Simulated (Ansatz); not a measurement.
Hematite (α-Fe2O3), treated with PBE (plane waves, hard PAW; Ansatz, a first-principles code).

Numerical settings: plane-wave cutoff 930 eV, 10×10×10 k mesh, Fermi–Dirac smearing 0.05 eV, magnetic order afm+-+-, spin-polarised with opposed moments.

Computed at the level's own relaxed cell.

### Question
Estimate the equilibrium volume per atom, magnetic moment (largest site, within a sphere) and band gap that the calculation returns.

### Answer

* **equilibrium volume per atom**: 10.18 Å³/atom
* **magnetic moment (largest site, within a sphere)**: 3.33 μB
* **band gap**: 0.32 eV (on the SCF k mesh)

Measured, for comparison: band gap 2.6 eV (temperature not stated, no zero-point or thermal correction, photoemission and inverse photoemission; as tabulated in Parkinson (2016), arXiv:1602.06774). Computed (rounded) less measured: band gap -2.28 eV.

Moments are spin moments.

Static lattice: no zero-point or thermal effects.
